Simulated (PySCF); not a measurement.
**Energy profile**

The step: CH₆AlN ([CH3][AlH][NH2]) → AlNH₂ ([NH][AlH]) + CH₄; bonds formed: C2–H4; bonds broken: Al1–C2, N3–H4 (atoms numbered as in the saddle structure below).

```xyz
9
angstrom
Al -0.9558 0.0297 -0.6853
C 0.4631 0.4280 0.9056
N 0.1234 -1.0916 -1.3264
H 0.6303 -0.4155 -0.0641
H -2.2407 0.9272 -0.4896
H 1.4426 0.1471 1.3014
H 0.5103 1.5056 0.7175
H -0.2552 0.2235 1.7068
H 0.2820 -1.7542 -2.0658
```

Electronic energies by CCSD(T) at an estimated basis limit (MP2 extrapolated from triple and quadruple zeta, plus CCSD(T) − MP2 in triple zeta), on PBE0-D4/def2-TZVP structures; CH$_{6}$AlN, closed shell; no counterpoise correction. Program: PySCF 2.14 with density fitting (its default auxiliary sets; JK sets also for MP2 and CCSD(T)). Basis: def2-TZVPP and def2-QZVPP. Cores are frozen in the correlated methods. Extrapolation: Hartree–Fock as exp(−7.88 √X), correlation as X^−2.97.

Question: Give the profile in eV, counted from the start structure. (Judge from chemistry; the value comes from the calculation.)

Answer: Computed:
```json
{"point": "start structure", "eV": "0.000"}
{"point": "saddle", "eV": "3.225"}
{"point": "end structure", "eV": "2.613"}
{"point": "separated: AlNH$_{2}$ (linked as [NH][AlH]; Al1, N3, H5, H9; singlet) + CH$_{4}$ (C2, H4, H6, H7, H8; singlet)", "eV": "2.663"}
```

The T1 diagnostic stays at or below 0.024.

For scale, one of the runs: CCSD(T)/def2-TZVPP, 188 basis functions, launched by `OMP_NUM_THREADS=4 python run.py`. Hardware: 4 CPU threads of an Arm Neoverse V1, shared host. Wall time 4.7 min; peak host memory 1.6 GiB.
